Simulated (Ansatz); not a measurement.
The input, for Ansatz 0.2.0:

```yaml
crystal:
  periodic: [false, false, false]
  atoms:
    - {symbol: C, position_ang: [0.000000, 0.000000, 0.000000]}
    - {symbol: Ga, position_ang: [0.000000, 0.000000, 5.405000]}
basis:
  gaussian: {orbitals: aug-cc-pVDZ}
magnetization: {spin_polarized: true, initial_magnetization: 3}
hamiltonian: {xc: {name: PBE-QIDH}}
correlation: {electrons: outside_noble_gas}
```

```sh
$ ansatz run in.yaml --threads 1 --pin off --events-out ev --progress --plain --max-ram 3956MiB --backend cpu
```

Q: Roughly how long does this take on 1 thread of AMD EPYC 7R13, shared host, and how much host memory?

A: 8.5 s wall and 0.2 GiB.

```
653 factors; integrals over basis functions are off by at most 2.0e-4 eV
mean field evaluation 1: about -53381.5769 eV, gradient 1.4e1 eV
mean field evaluation 2: about -53381.5771 eV, gradient 1.4e1 eV
mean field evaluation 4: about -53383.0336 eV, gradient 5.4e0 eV
mean field evaluation 8: about -53384.1651 eV, gradient 6.7e0 eV
mean field evaluation 16: about -53385.5164 eV, gradient 4.3e-3 eV
mean field evaluation 32: about -53385.5097 eV, gradient 3.8e-2 eV
mean field evaluation 64: about -53385.5162 eV, gradient 5.5e-2 eV
mean field evaluation 96: about -53375.4257 eV, gradient 1.3e1 eV
mean field -53385.51635112 eV, -1961.8815399011 hartree, gradient 2.4e-6 eV, S^2 3.763596; 6 other end points of the search recorded, 0 dependent functions left out
15 core orbitals not correlated: weight in the atoms' cores, before any rotation towards them, 1.000 or more for the frozen orbitals, at most 0.000 for the correlated occupied ones
reference -53385.51637602 eV, -1961.8815408159 hartree; 5, 2 occupied and 39, 42 virtual orbitals, 653 factors
second order -2.65079496 eV of doubles, -0.00000000 eV of singles
Total energy: -53386.39997434 eV, -1961.9140124553 hartree
```
